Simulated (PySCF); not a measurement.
Input of a run (PBE0-D3(BJ)/def2-SVP geometry optimisation, gas phase (PySCF 2.14.0)), started from GFN2-xTB:
```
{"job": {"xc": "PBE0", "basis": "def2-SVP", "d3": "d3bj", "grid": 1, "kind": "geom"}, "charge": -1, "multiplicity": 1}
C     -1.611678     0.209339     0.218318
C     -0.413130    -0.553608    -0.363986
C      0.880765    -0.200196     0.287462
F      0.970267    -0.643980     1.634074
C      1.941009     0.448293    -0.247299
O      2.057058     0.902925    -1.419880
H     -2.543932    -0.086490    -0.268254
H     -1.698348     0.005924     1.284995
H     -1.469800     1.279677     0.082994
H     -0.615093    -1.632781    -0.278729
H     -0.295425    -0.305459    -1.420316
H      2.799505     0.575671     0.464594
```

Output (energies in Eh, forces in Eh/bohr):
```
step   0  E = -330.48442421  max force = 0.022106
step   1  E = -330.48624476  max force = 0.004274
step   2  E = -330.48646743  max force = 0.003456
step   3  E = -330.48662477  max force = 0.001476
step   4  E = -330.48668394  max force = 0.002507
step   5  E = -330.48671030  max force = 0.002852
step   6  E = -330.48674447  max force = 0.001611
step   7  E = -330.48675404  max force = 0.000494
step   8  E = -330.48675812  max force = 0.000157
optimisation converged
```

Summarise the run.

The energy falls by 6.1 kJ/mol over 9 energy and gradient evaluations, the largest force component goes from 0.0221 to 1.6e-04 Eh/bohr, and the atoms move by 0.088 Å rms after alignment. Among the bonds, C3–F4 and C3=C5 change most and about equally (-0.025 to +0.024 Å). Bonds longer at the end by more than 0.005 Å: 7 of 11; shorter: 2. Among the angles that change most is C3–C5–H12, from 113.8° to 110.8°. The energy never rose by more than 1e-6 Eh on the way. The first step brought 78 % of the lowering.

What are the final bond lengths?

C1–C2 1.532 Å, C2–C3 1.478 Å, C3–F4 1.395 Å, C3=C5 1.377 Å, C5–O6 1.260 Å, C1–H7 1.107 Å, C1–H8 1.103 Å, C1–H9 1.102 Å, C2–H10 1.117 Å, C2–H11 1.103 Å, C5–H12 1.137 Å. Numbering counts from 1 in the input's order; the species is `CC/C(F)=C\[O-]`.

The run used 114 basis functions and 64 SCF cycles in all. The run took 37 s of wall time on one thread, Arm Neoverse V1, no GPU, on a shared host.

PBE0-D3(BJ)/def2-SVP frequencies: not computed here. The geometry's basis has no diffuse functions, a weakness for an anion.

Conformer computed: `[CH3:1][CH2:2]/[C:3]([F:4])=[CH:5]\[O-:6]`: C1–C2–C3–F4 61°.

One conformer stands for the species.
